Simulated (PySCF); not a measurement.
Compound: C₆H₁₁ (charge +1).
Numbering: `[CH3:1][C+:2]([CH3:3])[CH:4]1[CH2:5][CH2:6]1`

Structure used (GFN2-xTB), in Å, numbered top down from 1:
```xyz
17
C6H11 angstrom
C     -0.6952    0.8803   -1.1718
C     -0.6662   -0.0941   -0.0825
C     -1.9238   -0.7553    0.2698
C      0.4994   -0.4151    0.6349
C      1.8905   -0.4499   -0.0606
C      1.6119    0.6519    0.8452
H     -1.3694    0.5543   -1.9648
H      0.2783    1.1280   -1.5848
H     -1.1408    1.8038   -0.7843
H     -1.9646   -1.7076   -0.2727
H     -1.9847   -1.0093    1.3269
H     -2.7956   -0.1829   -0.0407
H      0.3809   -1.1249    1.4443
H      2.5156   -1.2666    0.2685
H      1.9064   -0.2857   -1.1272
H      2.0355    0.6480    1.8386
H      1.4147    1.6372    0.4514
```

NICS is the negative of the GIAO shielding at a point without a nucleus: at the ring centre (0) and 1 Å above and below it (1); zz is the component along the ring normal. Level: GIAO PBE0/pcSseg-1 (PySCF, non-relativistic, gas phase) on the GFN2-xTB geometry, one conformer.

Ring bond lengths (Å), with Mayer bond orders in brackets: C4–C5 1.556 (0.79), C5–C6 1.453 (1.02), C6–C4 1.556 (0.80).

Problem. What do the NICS probes read (ppm)?

Solution. 
```tsv
ring	type	NICS(0)	NICS(1), two faces	NICS(1)zz, two faces	rms pucker (Å)	centre to ring atoms, mean (Å)
C4–C5–C6	3-membered carbocycle; formal bonds all single	-44.4	-7.0 / -6.2	-23.8 / -19.5	0.00	0.88
```

Problem. What do they say, and how far can they be read as aromaticity?

Solution. 
- C4–C5–C6: mean NICS(1)zz -21.7 ppm, shielded. C4, C5, C6 have four or more neighbours, so the value isn't read as a sign of a π ring current. The two faces differ by 4.3 ppm, so no symmetry operation interchanges them. NICS(0) lies 38 ppm below the mean NICS(1).

Problem. What is the mean of the two in-plane components of NICS at the first NICS(1) probe listed for ring C4–C5–C6, 1 Å off the ring?

Solution. The isotropic value is a third of the trace: (3 × -7.0 − (-23.8))/2 = 1.4 ppm.

Problem. How shielded are the nuclei of the rings and their hydrogens (means over atoms taken as equivalent)?

Solution. 
| atoms | environment | σ isotropic (ppm) |
| --- | --- | --- |
| C4 | three-membered-ring carbon | 127.4 |
| C5 (×2) | three-membered-ring carbon | 133.0 |
| H13 | methine hydrogen | 27.92 |
| H14 (×2) | methylene hydrogen | 27.93 |
| H15 (×2) | methylene hydrogen | 28.38 |

Hardware: an x86-64 server with one thread, on a shared host. Cost: 12 s wall. This is the whole shielding run at PBE0/pcSseg-1, SCF included.
